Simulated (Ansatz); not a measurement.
Stepwise reaction of `CBC` with hydrogen fluoride, as a gas-phase model of exchange steps in deposition or etching. ΔE in kJ/mol; ΔG adds harmonic PBE0-D4 terms to CCSD(T)/CBS, at 1 bar.

Isolated molecules relaxed with PBE0-D4/def2-TZVP in Ansatz; ΔE leaves out vibrations. CCSD(T)/CBS is the MP2 limit (def2-TZVPP, def2-QZVPP) plus CCSD(T) − MP2 in def2-TZVPP, frozen cores. This one scheme is used for every species. Functionals use def2-TZVPP. B3LYP here is the variant with VWN-RPA as its local correlation; programs differ in this.

| step | reaction | PBE-D4 | B3LYP-D4 | ωB97M-V | CCSD(T)/CBS | ΔG(600 K) |
| --- | --- | --- | --- | --- | --- | --- |
| 1 | `CBC` + H–F → `CBF` + CH₄ | -148.7 | -157.7 | -154.4 | -147.7 | -142.8 |
| 2 | `CBF` + H–F → `FBF` + CH₄ | -150.4 | -159.6 | -156.3 | -151.4 | -135.6 |

Problem. By hand: ΔE of the 2 steps together at CCSD(T)/CBS.

Solution. (-147.7) + (-151.4) = -299.1 kJ/mol, or -149.6 kJ/mol a step.

In ΔE the steps differ by no more than 3.7 kJ/mol. All are downhill at CCSD(T)/CBS. ΔG lies between -142.8 and -135.6 kJ/mol a step. PBE-D4 differs from CCSD(T)/CBS by -1.0 to 1.0 kJ/mol a step. Isolated molecules leave out the surface, adducts and barriers. Largest T1 diagnostic: 0.013.
